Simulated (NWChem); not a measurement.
# Extrapolating the CCSD(T) correlation energy of chlorine (Cl₂)

```xyz
2

Cl     0.0000     0.0000     1.0128
Cl     0.0000     0.0000    -1.0128
```
Charge 0, spin multiplicity 1.

All runs are NWChem calculations. Structure: optimised with PBE0/def2-SVP, a minimum by its harmonic frequencies.

The correlated methods keep 10 core orbitals frozen. Coupled-cluster values serve here as a point of comparison, not as the truth.

Worked example. The CCSD(T) correlation energy is -303.26 mHa in cc-pVDZ and -428.54 mHa in cc-pVTZ. The form E(X) = E∞ + A/X³ turns the pair into an estimate of the basis-set limit.

E∞ = (3³·(-428.54) − 2³·(-303.26))/(3³ − 2³) = -481.3 mHa. The larger basis holds 89 % of that, at about 3 times the processor time of the smaller one. This is a two-point estimate, and a rough one from so small a pair.
